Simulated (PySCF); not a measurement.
Structure with atom numbers: `[CH2:1]=[CH:2][C+:3]([CH3:4])[CH3:5]` (H(Xn): hydrogen on atom n). Ha(C1) is cis to C3; Hb(C1) is trans to C3.

Geometry: GFN2-xTB; GIAO absolute shieldings from PySCF 2.14, gas phase, non-relativistic, averaged over equivalent atoms.

At BLYP/ANO-RCC-VDZP (115 basis functions, 80 s wall time on 1 thread of an Arm Neoverse N1, shared host):
```
      atoms  σ (ppm)
         C3    -84.1
         C1      9.5
         C2     38.9
      C4/C5    144.1
     Ha(C1)    23.03
     Hb(C1)    23.32
      H(C2)    23.57
H(C4)/H(C5)    28.16
```

Problem. Estimate the result of repeating the calculation with PBE/pcSseg-1.

Solution. 
```csv
atoms,σ at PBE/pcSseg-1,change
C3,-89.8,-5.7
C1,-0.6,-10.1
C2,30.8,-8.1
C4/C5,138.6,-5.5
Ha(C1),22.89,-0.14
Hb(C1),23.10,-0.22
H(C2),23.49,-0.08
H(C4)/H(C5),27.78,-0.38
```

The largest change is at C1 (terminal =CH2 carbon). Cost: 130 basis functions, 20 s wall time on 1 thread of an Arm Neoverse N1, shared host. The order of the carbon signals is the same at both levels.

The carbons averaged at δ 37.9 differ by 10 ppm in this conformer.
